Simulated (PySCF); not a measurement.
CH₃F, SMILES FC. Atoms are numbered in the order given.

```xyz
5

C      0.0000     0.0000     0.6360
F      0.0000     0.0000    -0.7533
H      0.8942    -0.5163     0.9879
H      0.0000     1.0325     0.9879
H     -0.8942    -0.5163     0.9879
```
Charge 0, spin multiplicity 1.

The structure is a stationary point at B3LYP-D3(BJ)/def2-TZVP.

These are CAM-B3LYP/def2-TZVPD in PySCF values and carry that method's errors.

Mulliken values depend strongly on the basis, most of all with diffuse functions as here. ESP charges are fitted to the potential on shells at 1.4 to 2.0 van der Waals radii. Atomic charges (e):

```json
[
 {"atom": "C1", "IAO": "[?]", "ESP fit": "-0.09", "Mulliken": "-0.33"},
 {"atom": "F2", "IAO": "[?]", "ESP fit": "-0.22", "Mulliken": "-0.29"},
 {"atom": "H3", "IAO": "[?]", "ESP fit": "0.10", "Mulliken": "0.21"},
 {"atom": "H4", "IAO": "[?]", "ESP fit": "0.10", "Mulliken": "0.21"},
 {"atom": "H5", "IAO": "[?]", "ESP fit": "0.10", "Mulliken": "0.21"}
]
```

Question: Fill in the missing entries. (An estimate is asked for; the answer gives what the named calculation found.)

Answer: 
- C1, IAO: -0.10
- F2, IAO: -0.35
- H3, IAO: 0.15
- H4, IAO: 0.15
- H5, IAO: 0.15
